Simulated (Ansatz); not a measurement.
Process, species as SMILES: N (NH3) → 3 H atom + N atom
B3LYP-D3(BJ)/def2-TZVP geometries, fixed; electronic energies without zero-point terms.

Basis-set convergence of the atomisation energy at MP2 with Ansatz (a quantum-chemistry and plane-wave program). Cartesian d functions, on some or all atoms, in 6-31+G*; all else is spherical. Cores are frozen. Open shells are unrestricted. No added dispersion term, no relativity. Functions are those of the species that has most. Reference: Hartree-Fock in aug-cc-pVQZ plus the correlation part extrapolated as X^-3 from aug-cc-pVTZ and aug-cc-pVQZ, 297.53 kcal/mol, itself unsure by roughly 1.11 kcal/mol (a third of the extrapolation step and of the last Hartree-Fock step).

| basis | functions | atomisation energy (kcal/mol) |
|---|---|---|
| STO-3G | 8 | 239.80 |
| 6-31G | 15 | ___ |
| def2-SV(P) | 20 | ___ |
| 6-31+G* | 25 | 256.80 |
| pcseg-1 | 29 | 270.02 |
| 6-311G** | 36 | ___ |
| def2-TZVPD | 64 | 282.66 |
| pcseg-2 | 72 | 288.83 |
| def2-TZVPP | 73 | ___ |
| aug-pcseg-2 | 115 | 290.11 |
| cc-pVQZ | 145 | 293.13 |
| def2-QZVPP | 147 | 293.75 |
| aug-cc-pVQZ | 218 | 294.58 |

Q: Some entries are withheld; supply them.

A: 
- 6-31G, atomisation energy (kcal/mol): 232.75
- def2-SV(P), atomisation energy (kcal/mol): 245.31
- 6-311G**, atomisation energy (kcal/mol): 272.46
- def2-TZVPP, atomisation energy (kcal/mol): 287.85
